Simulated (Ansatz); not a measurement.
Geometry optimisation, Ansatz 0.2.0, UKS PBE0-D4/def2-SVP.

input.yaml

```yaml
crystal:
  periodic: [false, false, false]
  atoms:
    - { symbol: C, position_ang: [-0.31819, 0.36622, -0.23182] }
    - { symbol: B, position_ang: [0.60241, -0.69199, 0.4386] }
    - { symbol: "N", position_ang: [1.33773, -1.5365, 0.97466] }
    - { symbol: H, position_ang: [-1.05086, 0.73231, 0.48244] }
    - { symbol: H, position_ang: [0.27169, 1.20593, -0.58882] }
    - { symbol: H, position_ang: [0.15827, -1.12633, -0.55286] }
magnetization:
  spin_polarized: true
  initial_magnetization: 1
basis:
  gaussian: { orbitals: def2-SVP }
hamiltonian:
  xc: pbe0
  dispersion: d4
relax:
  f_tol: 0.02
  max_steps: 50
output:
  orbitals: {}
```

Command:

```bash
$ ansatz run input.yaml --threads 1 --pin off --max-ram 2048MiB --backend cpu --events-out ev --progress --plain --runs-dir out
```

Question: Where does it end, and by what steps?

Answer: It converged. After 11 steps the energy has fallen by 3.250 eV; H6 moved furthest, 1.10 Å. Parted: B2–H6. Joined: C1–H6.

```csv
step,energy less start (eV),largest force component (eV/Å),accepted
0,0.0000,4.421,yes
1,-0.9445,2.440,yes
2,-1.3374,2.631,yes
3,-2.3396,1.864,yes
4,-2.8008,1.705,yes
5,-3.0678,0.724,yes
6,-3.2029,0.325,yes
7,-3.2195,1.148,yes
8,-3.2460,0.214,yes
9,-3.2493,0.078,yes
10,-3.2495,0.105,yes
11,-3.2505,0.018,yes
```

```xyz
6
Properties=species:S:1:pos:R:3
C -0.161 0.151 -0.182
B 0.785 -0.743 0.619
N 1.593 -1.531 1.290
H -1.014 0.490 0.424
H 0.361 1.022 -0.605
H -0.562 -0.440 -1.023
```

Whether the end is a true minimum wasn't checked by a vibrational analysis.

Run time: 61 s on 1 thread of Intel(R) Xeon(R) Processor @ 2.70GHz, on a shared host, peak memory 0.15 GiB.
